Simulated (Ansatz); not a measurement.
Results of r²SCAN+rVV10 (plane waves, PAW; Ansatz, an electronic-structure program) for Bi₂S₃ (Pnma, No. 62).

Numerical settings: plane-wave cutoff 560 eV, 4×8×4 k mesh (along the axes of the cell as run), Fermi–Dirac smearing 0.01 eV, scalar-relativistic PAW data made under PBE.

Cell (relaxed at this level):

```cif
data_Bi8S12
_chemical_formula_sum 'Bi8 S12'
_space_group_name_H-M_alt 'P 1'
_space_group_IT_number 1
_cell_length_a 11.35265
_cell_length_b 3.98596
_cell_length_c 11.08204
_cell_angle_alpha 90.000
_cell_angle_beta 90.000
_cell_angle_gamma 90.000
loop_
_space_group_symop_operation_xyz
  'x, y, z'
loop_
_atom_site_label
_atom_site_type_symbol
_atom_site_fract_x
_atom_site_fract_y
_atom_site_fract_z
_atom_site_occupancy
Bi1 Bi 0.48682 0.25000 0.32562 1
Bi2 Bi 0.01318 0.75000 0.82562 1
Bi3 Bi 0.98682 0.25000 0.17438 1
Bi4 Bi 0.51318 0.75000 0.67438 1
Bi5 Bi 0.33915 0.75000 0.03267 1
Bi6 Bi 0.16085 0.25000 0.53267 1
Bi7 Bi 0.83915 0.75000 0.46733 1
Bi8 Bi 0.66085 0.25000 0.96733 1
S1 S 0.28591 0.25000 0.19328 1
S2 S 0.21409 0.75000 0.69328 1
S3 S 0.78591 0.25000 0.30672 1
S4 S 0.71409 0.75000 0.80672 1
S5 S 0.54917 0.75000 0.12853 1
S6 S 0.95083 0.25000 0.62853 1
S7 S 0.04917 0.75000 0.37147 1
S8 S 0.45083 0.25000 0.87147 1
S9 S 0.37842 0.75000 0.44266 1
S10 S 0.12158 0.25000 0.94266 1
S11 S 0.87842 0.75000 0.05734 1
S12 S 0.62158 0.25000 0.55734 1
```

Estimate the band gap and direct gap at Γ that the calculation returns.


band gap: 1.61 eV (on the SCF k mesh)
direct gap at Γ: 1.72 eV

Measured, for comparison: band gap 1.3 eV (temperature not stated, not corrected to a static lattice; as tabulated in Wikipedia's data pages).

Note: the relaxation could not lower the start's symmetry, so the cell can be a saddle point above a distorted one.

Spin–orbit coupling is not included; with these elements it can move the gap by several tenths of an eV or more.

Computed values are for the static lattice.

It cost about 29 core-minutes (a rough figure) of CPU time.
